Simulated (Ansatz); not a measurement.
## Breaking a bond in BOF (fluoro(oxo)borane)

BOF has 3 atoms, charge 0, and is taken as a singlet. As SMILES, `O=BF`. The shape is that of a PBE0-D4/def2-TZVP optimisation.

| atom | x (Å) | y (Å) | z (Å) |
| --- | --- | --- | --- |
| O | 0.9831 | -0.5651 | 0.4799 |
| B | 0.0203 | -0.0116 | 0.0099 |
| F | -1.0034 | 0.5768 | -0.4898 |

The O1–B2 distance is scanned; the parts on either side stay rigid. Basis STO-3G, 3 core orbitals frozen in the correlated methods; program Ansatz 0.2.0. FCI is exact within this basis and core. Energies in eV from each method's value at 1.206 Å; methods without a U are spin-restricted. The shape above is that at 1.206 Å.

```json
{"distance (Å)": "1.206", "HF": "0.00", "PBE": "0.00", "r2SCAN": "0.00", "B3LYP": "0.00", "BHLYP": "0.00", "FCI": "0.00"}
{"distance (Å)": "1.507", "HF": "3.18", "PBE": "1.79", "r2SCAN": "2.06", "B3LYP": "2.13", "BHLYP": "2.66", "FCI": "2.05"}
{"distance (Å)": "2.412", "HF": "7.98", "PBE": "9.83", "r2SCAN": "10.03", "B3LYP": "9.67", "BHLYP": "9.35", "FCI": "8.79"}
{"distance (Å)": "3.015", "HF": "8.34", "PBE": "11.34", "r2SCAN": "11.20", "B3LYP": "10.65", "BHLYP": "10.06", "FCI": "9.03"}
```

Departure from the FCI curve at its largest: HF +1.12 eV at 1.51 Å; PBE +2.31 eV at 3.02 Å; r2SCAN +2.17 eV at 3.02 Å; B3LYP +1.62 eV at 3.02 Å; BHLYP +1.03 eV at 3.02 Å. Functionals converge differently with the basis, so for them the departure isn't an error alone.
